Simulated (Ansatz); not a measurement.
We consider chalcopyrite CuGaSe2, described by PBEsol (PAW; Ansatz, an electronic-structure program).

Run with plane-wave cutoff 520 eV, 8×8×8 k mesh, Fermi–Dirac smearing 0.01 eV, no spin polarisation, scalar-relativistic PAW data made under PBE.

A third-order Birch–Murnaghan fit to the energies gives V0 = 21.472 Å³/atom, B0 = 70.8 GPa, B′ = 4.9.

```json
[
 {"V (Å³/atom)": "20.615", "P (GPa)": "[?]"},
 {"V (Å³/atom)": "21.044", "P (GPa)": "[?]"},
 {"V (Å³/atom)": "21.474", "P (GPa)": "-0.01"},
 {"V (Å³/atom)": "21.903", "P (GPa)": "-1.34"},
 {"V (Å³/atom)": "22.333", "P (GPa)": "-2.52"}
]
```

**Question.** Estimate the withheld pressures from this fit; the answers are the runs' own values.

**Answer.** 
- 20.615, P (GPa): 3.19
- 21.044, P (GPa): 1.50

The formula P = (3/2) B0 (x^(7/3) − x^(5/3)) [1 + (3/4)(B′ − 4)(x^(2/3) − 1)] with x = V0/V meets the computed pressures within 0.01 GPa when these rounded values are put in.

Shape and atoms are relaxed at each volume.

Note: the bulk modulus comes from volumes at which shape and atoms were relaxed.

The computed numbers hold no vibrational or temperature effects.

Computing time: about 40 core-minutes (a rough figure).
